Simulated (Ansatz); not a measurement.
# Molecular dynamics of H$_{6}$Si$_{2}$

The input (input.yaml):

```yaml
crystal:
  periodic: [false, false, false]
  atoms:
    - { symbol: Si, position_ang: [0.032529, 0.055982, 0.023092] }
    - { symbol: H, position_ang: [0.582295, -0.185163, 1.402882] }
    - { symbol: H, position_ang: [1.172255, 0.411914, -0.892633] }
    - { symbol: H, position_ang: [-0.918254, 1.220796, 0.081677] }
    - { symbol: Si, position_ang: [-1.078163, -1.868053, -0.76238] }
    - { symbol: H, position_ang: [-2.214231, -2.227084, 0.156685] }
    - { symbol: H, position_ang: [-1.633035, -1.625508, -2.139867] }
    - { symbol: H, position_ang: [-0.125896, -3.031385, -0.826157] }
basis:
  gaussian: { orbitals: def2-SVPD }
hamiltonian:
  xc: revpbe
  dispersion: d4
md:
  timestep: 0.5
  n_steps: 100
  ensemble: nvt_langevin
  temperature: 300.0
  initial_velocities: maxwell_boltzmann
  seed: 411593
  friction: 0.001
```

Command:

```bash
$ ansatz run input.yaml --threads 2 --pin off --max-ram 3072MiB --backend cpu --events-out ev --progress --plain --runs-dir out
```

It starts from a relaxed structure.

Output, in part (step lines, the closing report, with atoms numbered from 0):

```
md step     0: t =     0.00 fs  T =   262.5 K  F+E_penalty+E_count = -15844.70875169 eV  E_kin = 0.271446 eV  (20 SCF iters)
[... lines left out ...]
Total energy: -15844.58148758 eV, -582.2776298257 hartree
Atom 0 at    -0.100224     0.050391     0.140163 Å, force    -0.914257    -0.158128     0.332310 eV/Å
Atom 1 at    -0.123849    -0.167512     1.638755 Å, force     0.103411     0.178089    -0.153621 eV/Å
Atom 2 at     1.247905     0.222774    -0.377132 Å, force     0.977697     0.068878    -0.158177 eV/Å
Atom 3 at    -0.832114     1.309534    -0.246398 Å, force    -0.123013    -0.076619     0.125486 eV/Å
Atom 4 at    -0.965725    -1.871456    -0.905654 Å, force    -0.498539     0.878818    -0.080012 eV/Å
Atom 5 at    -2.258277    -2.344030    -0.315386 Å, force    -0.280966     0.182703    -0.146639 eV/Å
Atom 6 at    -1.028066    -1.540945    -2.378679 Å, force    -0.134526    -0.254935     0.072461 eV/Å
Atom 7 at    -0.073150    -2.974070    -0.627195 Å, force     0.870192    -0.818806     0.008191 eV/Å
Dipole moment:    -0.002753    -0.002582    -0.005437 e Å
```

The steps, from the saved trajectory:

```tsv
time (fs)	T (K)	potential energy less start (eV)
0	262	0.000
1.5	231	0.024
3	186	0.070
4.5	176	0.092
6	175	0.084
7.5	173	0.084
9	150	0.110
10.5	117	0.135
12	131	0.130
13.5	165	0.092
15	204	0.051
16.5	208	0.047
18	189	0.079
19.5	169	0.098
21	183	0.084
22.5	185	0.087
24	142	0.129
25.5	93	0.179
27	79	0.192
28.5	108	0.160
30	150	0.114
31.5	162	0.094
33	157	0.099
34.5	168	0.091
36	219	0.050
37.5	243	0.020
39	224	0.039
40.5	177	0.091
42	139	0.132
43.5	130	0.138
45	151	0.118
46.5	170	0.108
48	154	0.125
49.5	148	0.134
```

All steps were run. The mean temperature of the second half is 48 % below the set value. A run of 0.05 ps of so small a system gives no equilibrium averages.

The same pairs are bonded in the first frame and the last. Pairs count as bonded within 1.25 times the sum of covalent radii (0.12 Å more for H–H).

Last frame:

```xyz
8
Properties=species:S:1:pos:R:3
Si -0.100 0.050 0.140
H -0.124 -0.168 1.639
H 1.248 0.223 -0.377
H -0.832 1.310 -0.246
Si -0.966 -1.871 -0.906
H -2.258 -2.344 -0.315
H -1.028 -1.541 -2.379
H -0.073 -2.974 -0.627
```

Run time: 3 min on 2 threads of Intel(R) Xeon(R) Platinum 8259CL CPU @ 2.50GHz (Skylake/Cascade Lake), on a shared host, peak memory 0.17 GiB.
